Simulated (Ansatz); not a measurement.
**HO (doublet): wave-function methods side by side at distance O1–H2 = 0.884 Å, cc-pVDZ**

Aim: climb from Hartree-Fock through coupled cluster and multireference methods for HO (doublet) at one geometry and basis, and see what each rung misses.

The runs use Ansatz 0.2.0, Gaussian basis; cc-pVDZ, core rule «outside noble gas», up to 1 orbitals frozen.

The runs, in order: UHF; CCSD(T) on ROHF; CCSD(T) on UHF; BCCD(T) on ROHF; CISD; CCSDT(Q) on ROHF; CCSDT(Q) on UHF; CISDTQ; CCSDTQ on ROHF; CCSDTQ on UHF; CASSCF and MRCISD+Q, 3 electrons in 3 orbitals; CASSCF and NEVPT2, 3 electrons in 3 orbitals; CASSCF and MRCISD+Q, 7 electrons in 5 orbitals; CASSCF and NEVPT4(SD), 7 electrons in 5 orbitals; CASSCF and NEVPT2, 7 electrons in 5 orbitals; Full CI.

18 further runs of the same task are left out: 14 that didn't finish, 4 set aside as unsound or not needed.

## (1) The geometry

The geometry derives from a PBE0/def2-TZVP stationary point (not a proven minimum). One bond is set to the value named and the two fragments are kept rigid.

2 atoms, charge 0, spin multiplicity 2.

Atoms are counted from 1 here; the program's logs count them from 0.

Bond lengths: O1–H2 0.884 Å.

## (2) UHF

The input, in.yaml:

```yaml
crystal:
  periodic: [false, false, false]
  atoms:
    - {symbol: O, position_ang: [0.000000, 0.000000, 0.000000]}
    - {symbol: H, position_ang: [0.000000, 0.000000, 0.884000]}
basis:
  gaussian: {orbitals: cc-pVDZ}
magnetization: {spin_polarized: true, initial_magnetization: 1}
hamiltonian: {xc: hf}
output: {orbitals: {seedname: orbitals}}
```

Command:

```bash
$ ansatz run in.yaml --threads 1 --pin off --events-out ev --progress --plain --max-ram 2393MiB
```

The runs that follow: CCSD(T) on ROHF; CCSD(T) on UHF; BCCD(T) on ROHF; CISD; CCSDT(Q) on ROHF; CCSDT(Q) on UHF; CISDTQ; CCSDTQ on ROHF; CCSDTQ on UHF; CASSCF and MRCISD+Q, 3 electrons in 3 orbitals; CASSCF and NEVPT2, 3 electrons in 3 orbitals; CASSCF and MRCISD+Q, 7 electrons in 5 orbitals; CASSCF and NEVPT4(SD), 7 electrons in 5 orbitals; CASSCF and NEVPT2, 7 electrons in 5 orbitals; Full CI.

Before running them: what should the planned runs give, taken together? Wanted: FCI below the RHF energy; RMP2 from FCI; UMP2 from FCI; RCCSD from FCI; RCCSD(T) from FCI; UCCSD(T) from FCI; RCCSDT(Q) from FCI; UCCSDT(Q) from FCI; NEVPT2 pair from FCI.

As calculated:

| quantity | value |
| --- | --- |
| FCI below the RHF energy | -4.5177 eV |
| RMP2 from FCI | +42.3 kJ/mol |
| UMP2 from FCI | +42.5 kJ/mol |
| RCCSD from FCI | +5.2 kJ/mol |
| RCCSD(T) from FCI | +1.0 kJ/mol |
| UCCSD(T) from FCI | +1.0 kJ/mol |
| RCCSDT(Q) from FCI | 0.0 kJ/mol |
| UCCSDT(Q) from FCI | 0.0 kJ/mol |
| NEVPT2 pair from FCI | +36.9 kJ/mol |
| MRCISD+Q pair from FCI | -0.2 kJ/mol |
| NEVPT2 valence from FCI | +59.0 kJ/mol |
| levels within 1 kcal/mol (43 meV) | RCCSD(T), UCCSD(T), BCCD(T), RCCSDT, UCCSDT, CISDTQ, RCCSDT(Q), UCCSDT(Q), RCCSDTQ, UCCSDTQ, MRCISD+Q pair, MRCISD+Q valence |
| T1 diagnostic | 0.010 |
| effectively unpaired electrons | 1.01 |

RCCSD(T) lands +1.0 kJ/mol from the yardstick (0.2 % of the correlation energy). MRCISD+Q valence falls below full CI: the +Q correction isn't variational, and the cores differ from full CI's. One determinant dominates. Of the multireference levels listed MRCISD+Q pair comes nearest in total energy (-0.2 kJ/mol), which doesn't show that its space is the better one. These misses are within one basis, not against nature; the frozen cores of restricted and unrestricted runs differ, which can shift their rows.
